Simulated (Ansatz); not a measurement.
# Si₂+ (quartet): wave-function methods side by side, aug-cc-pVDZ

How much of the correlation energy of Si₂+ (quartet) does each wave-function method recover here?

Computed with Ansatz 0.2.0, Gaussian basis. Level: aug-cc-pVDZ, core rule «outside noble gas», up to 10 orbitals frozen.

To be run: UHF; CCSD(T) on ROHF; CCSD(T) on UHF; BCCD(T) on ROHF; CISD as a restricted active space (open shells left free, so some higher excitations enter); CCSDT(Q) on ROHF; CCSDT(Q) on UHF; CCSDTQ on ROHF; CCSDTQ on UHF; CASSCF and MRCISD+Q, 7 electrons in 8 orbitals; CASSCF and NEVPT2, 7 electrons in 8 orbitals.

9 further runs of the same task are left out: 4 that didn't finish, 5 set aside as unsound or not needed. Runs told in other sessions of the task aren't counted.

**1. The geometry**

The geometry is a PBE0/def2-TZVP stationary point (not a proven minimum).

2 atoms, charge 1, spin multiplicity 4.

Atoms are counted from 1 here; the program's logs count them from 0.

Bond lengths: Si1–Si2 2.273 Å.

**2. UHF**

Input file in.yaml:

```yaml
crystal:
  periodic: [false, false, false]
  atoms:
    - {symbol: Si, position_ang: [0.000000, 0.000000, 0.000000]}
    - {symbol: Si, position_ang: [0.000000, 0.000000, 2.272600]}
basis:
  gaussian: {orbitals: aug-cc-pVDZ}
total_charge: 1
magnetization: {spin_polarized: true, initial_magnetization: 3}
hamiltonian: {xc: hf}
output: {orbitals: {seedname: orbitals}}
```

The run is started by

```bash
> ansatz run in.yaml --threads 1 --pin off --events-out ev --progress --plain --max-ram 4160MiB --backend cpu
```

Further steps of the session: CCSD(T) on ROHF; CCSD(T) on UHF; BCCD(T) on ROHF; CISD as a restricted active space (open shells left free, so some higher excitations enter); CCSDT(Q) on ROHF; CCSDT(Q) on UHF; CCSDTQ on ROHF; CCSDTQ on UHF; CASSCF and MRCISD+Q, 7 electrons in 8 orbitals; CASSCF and NEVPT2, 7 electrons in 8 orbitals.

Before running them: what should the planned runs give, taken together? Wanted: UCCSDTQ from the RHF energy; RMP2 from UCCSDTQ; UMP2 from UCCSDTQ; RCCSD from UCCSDTQ; RCCSD(T) from UCCSDTQ; UCCSD(T) from UCCSDTQ; RCCSDT(Q) from UCCSDTQ; UCCSDT(Q) from UCCSDTQ; NEVPT2 valence from UCCSDTQ.

The runs gave:

| quantity | value |
| --- | --- |
| UCCSDTQ from the ROHF energy | -4.3480 eV |
| RMP2 from UCCSDTQ | +1086.8 meV |
| UMP2 from UCCSDTQ | +1123.9 meV |
| RCCSD from UCCSDTQ | +296.1 meV |
| RCCSD(T) from UCCSDTQ | +73.4 meV |
| UCCSD(T) from UCCSDTQ | +72.5 meV |
| RCCSDT(Q) from UCCSDTQ | +2.7 meV |
| UCCSDT(Q) from UCCSDTQ | +2.0 meV |
| NEVPT2 valence from UCCSDTQ | +597.5 meV |
| MRCISD+Q valence from UCCSDTQ | -19.9 meV |
| levels within 1 kcal/mol (43 meV) | RCCSDT, UCCSDT, RCCSDT(Q), UCCSDT(Q), RCCSDTQ, MRCISD+Q valence |
| T1 diagnostic | 0.023 |
| effectively unpaired electrons | 3.06 |

**Reading.** RCCSD(T) misses by +73.4 meV, 1.7 % of the correlation energy. One determinant dominates. Of the multireference levels listed MRCISD+Q valence comes nearest in total energy (-19.9 meV), which doesn't show that its space is the better one. These misses are within one basis, not against nature; the frozen cores of restricted and unrestricted runs differ, which can shift their rows.

With open shells the CI space here admits some higher excitations, so it is larger than plain CISD.
